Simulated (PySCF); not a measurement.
# C3H9N+ (doublet): open-shell or spin-flip excitations

Wanted: open-shell or spin-flip excitations for C3H9N+ (doublet) (`C[N+](C)C`).

Programs: PySCF 2.14.0, with routines of our own; each step states its level. All values are computed. Atoms count from 0.

### Step 1. The starting structure

13 atoms, charge 1, multiplicity 2; geometry from: GFN2-xTB.

### Step 2. Open-shell or spin-flip excitations: unrestricted TDA PBE0/def2-SVPD

Job settings and geometry (Å):

```
{"job": {"kind": "uabs", "xc": "PBE0", "basis": "def2-SVPD", "nstates": 10, "tda": true}, "charge": 1, "multiplicity": 2}
C     -0.434182     1.338404     0.101778
N     -0.000350    -0.000169    -0.003159
C      1.378656    -0.297862     0.018745
C     -0.945383    -1.040619    -0.125964
H     -1.037143     1.483194     1.008588
H      0.407761     2.027568     0.126093
H     -1.095929     1.600547    -0.732866
H      1.845963     0.088257     0.933711
H      1.898937     0.203659    -0.807700
H      1.553907    -1.369585    -0.049382
H     -1.962711    -0.654965    -0.110985
H     -0.788643    -1.602072    -1.056419
H     -0.825271    -1.775872     0.679832
```

Method: unrestricted TDA PBE0/def2-SVPD, vertical, gas phase, core orbitals frozen in the response.

The run is started by

```sh
$ OMP_NUM_THREADS=1 python excited_run.py task.json out
```

The driver reads the jobs from task.json and runs them one after another.

Standard output:

```text
coarse grid: 9904 points
cycle   1  E = -173.8085720521  dE =  5.701e-01  |g| = 2.532e-01  |ddm| = 3.247e+00
cycle   2  E = -173.7891709217  dE =  1.940e-02  |g| = 3.458e-01  |ddm| = 5.970e-01
cycle   3  E = -173.8395011595  dE = -5.033e-02  |g| = 2.563e-02  |ddm| = 2.988e-01
cycle   4  E = -173.8399301952  dE = -4.290e-04  |g| = 1.035e-02  |ddm| = 3.893e-02
cycle   5  E = -173.8399977817  dE = -6.759e-05  |g| = 4.525e-03  |ddm| = 1.760e-02
cycle   6  E = -173.8400128193  dE = -1.504e-05  |g| = 8.517e-04  |ddm| = 9.162e-03
cycle   7  E = -173.8400135087  dE = -6.894e-07  |g| = 1.496e-04  |ddm| = 1.772e-03
final grid: 92968 points
cycle   8  E = -173.8611476740  dE = -3.229e-05  |g| = 4.458e-03  |ddm| = 6.826e-02
cycle   9  E = -173.8611475004  dE =  1.735e-07  |g| = 4.531e-03  |ddm| = 1.239e-02
cycle  10  E = -173.8611581724  dE = -1.067e-05  |g| = 4.865e-04  |ddm| = 5.514e-03
cycle  11  E = -173.8611582739  dE = -1.016e-07  |g| = 1.388e-04  |ddm| = 5.444e-04
cycle  12  E = -173.8611582823  dE = -8.323e-09  |g| = 2.189e-05  |ddm| = 1.647e-04
cycle  13  E = -173.8611582827  dE = -4.572e-10  |g| = 5.172e-06  |ddm| = 7.054e-05
converged SCF energy = -173.8611582827

Static polarisability (au): isotropic 43.294, principal 35.120 47.356 47.406

<S^2> of the reference = 0.7552 (exact 0.7500)

Excitations
state   eV       nm        f      <S^2>   main configurations
  1   5.3615    231.2   0.00516   0.766   Hb->Lb 1.00
  2   5.5478    223.5   0.00001   0.763   H-3b->Lb 0.81, H-4b->Lb 0.17
  3   5.5497    223.4   0.00001   0.763   H-4b->Lb 0.81, H-3b->Lb 0.17
  4   6.0714    204.2   0.13220   0.770   H-1b->Lb 0.98
  5   6.0729    204.2   0.13315   0.770   H-2b->Lb 0.98
  6   8.0542    153.9   0.00000   0.767   H-5b->Lb 0.95
  7   8.2042    151.1   0.03479   0.824   Ha->La 0.97
  8   8.3672    148.2   0.00000   0.765   H-6b->Lb 0.65, H-7b->Lb 0.32
  9   8.3683    148.2   0.00001   0.765   H-7b->Lb 0.65, H-6b->Lb 0.32
 10   9.4591    131.1   0.01828   0.803   Ha->L+3a 0.94
```

It took 30 s on 1 thread of Arm Neoverse V1, shared host; peak memory 0.55 GiB.

In short:

| quantity | value |
| --- | --- |
| ⟨S²⟩ | 0.755 |

Löwdin spin populations:

C0 0.03; N1 0.66; C2 0.03; C3 0.03; H4 0.04; H5 0.00; H6 0.04; H7 0.04; H8 0.04; H9 0.00; H10 0.00; H11 0.04; H12 0.04

With diffuse functions Löwdin's scheme smears the spin, so small populations can have the wrong sign.

### Step 3. Open-shell or spin-flip excitations: unrestricted TDA PBE0/def2-SVPD in methanol

Settings changed since step 2:

```diff
@@ -1,2 +1,2 @@
-{"job": {"kind": "uabs", "xc": "PBE0", "basis": "def2-SVPD", "nstates": 10, "tda": true}, "charge": 1, "multiplicity": 2}
+{"job": {"kind": "uabs", "xc": "PBE0", "basis": "def2-SVPD", "nstates": 10, "tda": true, "solvent": "methanol", "pol": false}, "charge": 1, "multiplicity": 2}
 C     -0.434182     1.338404     0.101778
```

Level: unrestricted TDA PBE0/def2-SVPD, vertical, IEF-PCM methanol (non-equilibrium linear response), core orbitals frozen in the response.

Standard output:

```text
coarse grid: 9904 points
cycle   1  E = -173.9040161910  dE =  4.750e-01  |g| = 2.427e-01  |ddm| = 3.247e+00
cycle   2  E = -173.8898742662  dE =  1.414e-02  |g| = 3.178e-01  |ddm| = 5.921e-01
cycle   3  E = -173.9320351347  dE = -4.216e-02  |g| = 2.471e-02  |ddm| = 2.754e-01
cycle   4  E = -173.9324520077  dE = -4.169e-04  |g| = 9.714e-03  |ddm| = 3.849e-02
cycle   5  E = -173.9325136258  dE = -6.162e-05  |g| = 4.235e-03  |ddm| = 1.705e-02
cycle   6  E = -173.9325272838  dE = -1.366e-05  |g| = 6.749e-04  |ddm| = 8.583e-03
cycle   7  E = -173.9325277367  dE = -4.529e-07  |g| = 1.315e-04  |ddm| = 1.465e-03
final grid: 92968 points
cycle   8  E = -173.9536671201  dE = -3.225e-05  |g| = 4.407e-03  |ddm| = 6.881e-02
cycle   9  E = -173.9536675912  dE = -4.711e-07  |g| = 4.348e-03  |ddm| = 1.270e-02
cycle  10  E = -173.9536774600  dE = -9.869e-06  |g| = 3.744e-04  |ddm| = 5.443e-03
cycle  11  E = -173.9536775181  dE = -5.810e-08  |g| = 1.380e-04  |ddm| = 4.502e-04
cycle  12  E = -173.9536775264  dE = -8.293e-09  |g| = 1.832e-05  |ddm| = 1.645e-04
cycle  13  E = -173.9536775267  dE = -3.482e-10  |g| = 4.586e-06  |ddm| = 6.053e-05
converged SCF energy = -173.9536775267

<S^2> of the reference = 0.7552 (exact 0.7500)

Excitations
state   eV       nm        f      <S^2>   main configurations
  1   5.3921    229.9   0.00604   0.767   Hb->Lb 1.00
  2   5.5724    222.5   0.00001   0.763   H-3b->Lb 0.88, H-4b->Lb 0.10
  3   5.5744    222.4   0.00001   0.763   H-4b->Lb 0.88, H-3b->Lb 0.10
  4   6.0282    205.7   0.14909   0.770   H-1b->Lb 0.98
  5   6.0288    205.7   0.15006   0.770   H-2b->Lb 0.99
  6   7.9042    156.9   0.04735   0.826   Ha->La 0.97
  7   8.0272    154.5   0.00002   0.768   H-5b->Lb 0.95
  8   8.3907    147.8   0.00000   0.765   H-6b->Lb 0.68, H-7b->Lb 0.28
  9   8.3916    147.7   0.00001   0.765   H-7b->Lb 0.68, H-6b->Lb 0.28
 10   9.1808    135.0   0.00790   0.804   Ha->L+3a 0.94
```

Run time: 20 s. Hardware: 1 thread of Arm Neoverse V1, shared host; peak memory 0.59 GiB.

From this job:

| quantity | value |
| --- | --- |
| ⟨S²⟩ | 0.755 |

### Step 4. Results

```
                                                                                                   quantity                        value
            lowest and brightest state of nearly pure spin, of 10 (step 2, unrestricted TDA PBE0/def2-SVPD)  5.36 eV; 6.07 eV, f = 0.133
lowest and brightest state of nearly pure spin, of 10 (step 3, unrestricted TDA PBE0/def2-SVPD in methanol)  5.39 eV; 6.03 eV, f = 0.150
```

The lowest state of nearly pure spin runs from 5.36 to 5.39 eV over the runs.
